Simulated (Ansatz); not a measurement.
# Worked example: H2B–P⁺, doublet against H₂B–P, singlet

Geometry (PBE0/def2-TZVP stationary point of a singlet), kept for both states (H2B–P, singlet: A1; H2B–P⁺, doublet: B1):

```xyz
4

B     0.0000    0.0000    1.1993
P     0.0000    0.0000   -0.5361
H     0.0000    1.0399    1.8053
H     0.0000   -1.0399    1.8053
```

Basis cc-pVDZ; Ansatz 0.2.0. Correlated methods freeze the noble-gas cores. R marks a restricted (for open shells ROHF) determinant, U an unrestricted one.

Full CI isn't at hand for all of this; RCCSDTQ serves as the reference, and is uncertain by about the last step of the cluster series. The frozen core follows each run's orbitals, which can shift R against U totals by a few meV.

Unrestricted rows (U, and Kohn–Sham where it breaks symmetry) aren't spin-pure: their determinants' ⟨S²⟩ exceeds S(S+1) by up to 0.76, so they mix in states of higher spin.

```tsv
level	E(H2B–P, singlet) (hartree)	E(H2B–P⁺, doublet) (hartree)
UMP2	-366.682623	-366.347436
UCCSD(T)	-366.733280	-366.392436
PBE	-367.107249	-366.760488
B3LYP	-367.338196	-366.990631
RCCSDTQ	-366.735999	-366.394222
```

Q: Give the vertical gap, H2B–P⁺ doublet less H2B–P singlet, at each level in eV (1 hartree = 27.2114 eV), and each error against RCCSDTQ.

A: RCCSDTQ: (-366.394222 − (-366.735999)) × 27.2114 = 9.300 eV (the reference)
B3LYP: (-366.990631 − (-367.338196)) × 27.2114 = 9.458 eV, error 0.158 eV
PBE: (-366.760488 − (-367.107249)) × 27.2114 = 9.436 eV, error 0.136 eV
UCCSD(T): (-366.392436 − (-366.733280)) × 27.2114 = 9.275 eV, error -0.025 eV
UMP2: (-366.347436 − (-366.682623)) × 27.2114 = 9.121 eV, error -0.179 eV

Total energies of functionals can't be set beside those of wave-function methods, since they hold the core's correlation and their own absolute errors; only the differences compare.

In so small a basis the reference is far from its limit while semilocal and hybrid functionals are nearer theirs, so the functionals' errors here hold much of the reference's basis and frozen-core error, which can add to them or hide them.

Each level lands on the state that its own search finds. T1 diagnostics of restricted CCSD: 0.029 and 0.029.
